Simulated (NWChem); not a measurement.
Correlation energy of carbon tetrachloride (CCl₄)

```xyz
5

Cl     1.4595     0.0000     1.0320
C      0.0000     0.0000     0.0000
Cl    -1.4595     0.0000     1.0320
Cl     0.0000     1.4595    -1.0320
Cl     0.0000    -1.4595    -1.0320
```
Charge 0, spin multiplicity 1.

Everything below was run with NWChem. All single points use one geometry, from B3LYP/def2-SVP, a minimum by its harmonic frequencies.

Basis set: STO-3G. Each correlation energy counts from its own Hartree-Fock reference.

The correlated methods keep 21 core orbitals frozen. Coupled-cluster values serve here as a point of comparison, not as the truth.

Task: For the correlation energy, MP2 gives -102.0 mHa and SCS-MP2 gives -106.8 mHa. What do CR-CCSD[T], CR-CCSD(T), CCSD give?

Result: CR-CCSD[T]: -122.4 mHa; CR-CCSD(T): -122.1 mHa; CCSD: -120.0 mHa.
